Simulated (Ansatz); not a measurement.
# BH₂S radical: small, medium and large basis sets

How large a basis does BH₂S radical need? Two functionals and correlated methods are run in growing sets.

Computed with Ansatz 0.2.0, Gaussian basis. Level: one geometry, several basis sets.

Plan: PBE0-D4/def2-SVP; ωB97M-V/def2-SVP; PBE0-D4/def2-QZVPP; ωB97M-V/def2-QZVPP; CCSD(T)/cc-pV(D+d)Z; CCSD(T)/cc-pV(T+d)Z; CCSD(T)/cc-pV(Q+d)Z; the functionals' def2-TZVPP values are taken from earlier runs.

## (1) The geometry

The geometry comes from an earlier relaxation with PBE0-D4 in a triple-zeta def2 set; it is a stationary point.

SMILES `[BH]S`, 4 atoms, charge 0, spin multiplicity 2.

Atoms are counted from 1 here; the program's logs count them from 0.

Bond lengths: B1–S2 1.734 Å, B1–H3 1.187 Å, S2–H4 1.358 Å. Angles: S2–B1–H3 133.0°, B1–S2–H4 101.9°.

## (2) PBE0-D4 in def2-SVP

The input, in.yaml:

```yaml
crystal:
  periodic: [false, false, false]
  atoms:
    - {symbol: B, position_ang: [0.359053, -0.359747, 0.771431]}
    - {symbol: S, position_ang: [-0.047892, 1.123317, -0.028789]}
    - {symbol: H, position_ang: [0.274402, -1.500585, 0.453792]}
    - {symbol: H, position_ang: [-0.530064, 0.676714, -1.216733]}
basis:
  gaussian: {orbitals: def2-SVP}
magnetization: {spin_polarized: true, initial_magnetization: 1}
hamiltonian: {xc: pbe0, dispersion: d4}
output: {orbitals: {seedname: orbitals}}
```

Command:

```sh
ansatz run in.yaml --threads 2 --pin off --events-out ev --progress --plain --max-ram 32768MiB --backend cpu
```

The runs that follow: ωB97M-V in def2-SVP; PBE0-D4 in def2-QZVPP; ωB97M-V in def2-QZVPP; CCSD(T) in cc-pV(D+d)Z; CCSD(T) in cc-pV(T+d)Z; CCSD(T) in cc-pV(Q+d)Z.

Q: Predict the results of all the runs planned. Wanted: MP2 correlation recovered, cc-pV(D+d)Z; MP2 correlation recovered, cc-pV(T+d)Z; MP2 correlation recovered, cc-pV(Q+d)Z; CCSD(T) limit from def2 sets; PBE0-D4: double and triple zeta above quadruple; ωB97M-V: double and triple zeta above quadruple.

As calculated:

| quantity | value |
| --- | --- |
| MP2 correlation recovered, cc-pV(D+d)Z | 68.8 % |
| MP2 correlation recovered, cc-pV(T+d)Z | 87.9 % |
| MP2 correlation recovered, cc-pV(Q+d)Z | 95.0 % |
| CCSD(T) limit from def2 sets (earlier runs) less the limit of this series | -48 meV |
| PBE0-D4: double and triple zeta above quadruple | 4.89, 0.37 eV |
| ωB97M-V: double and triple zeta above quadruple | 4.91, 0.36 eV |

**Reading.** For PBE0-D4 the step from double to triple zeta gains 4.51 eV and the next only 0.37 eV. Correlation climbs from 69 % (cc-pV(D+d)Z) to 95 % (cc-pV(Q+d)Z) of the limit; Hartree-Fock is 0.042 eV from its own by then. A limit from the def2 sets, made apart, differs by 48 meV, a least measure of the doubt on such a limit. These are total energies; as a rule much of such shifts cancels in differences, which this series doesn't test.
